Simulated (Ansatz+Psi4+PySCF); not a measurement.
Two shapes of doublet CH₂N.

Shape 1:

```xyz
4

C     0.0086    0.0034    0.0037
H     0.9299    0.0006   -0.5500
H    -0.9362   -0.0042   -0.5533
N     0.0010   -0.0093    1.2486
```

Shape 2:

```xyz
4

C     0.0282   -0.0047    0.0090
H     0.9106    0.0175   -0.5453
H    -0.9323    0.0292   -0.5535
N     0.0221   -0.0053    1.2254
```

Basis set: cc-pVTZ (spherical functions). Left uncorrelated: 2 orbitals. Correlation on ROHF uses semicanonical orbitals with singles. Charge 0, multiplicity 2.

Computed with Ansatz (development build ahead of 0.2.0) and Psi4 1.11; each method stands on the lowest determinant of its kind that the runs found.

Which shape is lower in energy, and by how much in each method?

| method | E(2) − E(1) (eV) |
| --- | --- |
| ROHF | 0.047 |
| UHF | 0.080 |
| ROHF-MP2 | 0.087 |
| UHF-MP2 | 0.000 |

Shape 1 is lower, bar methods that put the two within 0.005 eV. Caution for UHF, UHF-MP2: the unrestricted determinant is spin contaminated.
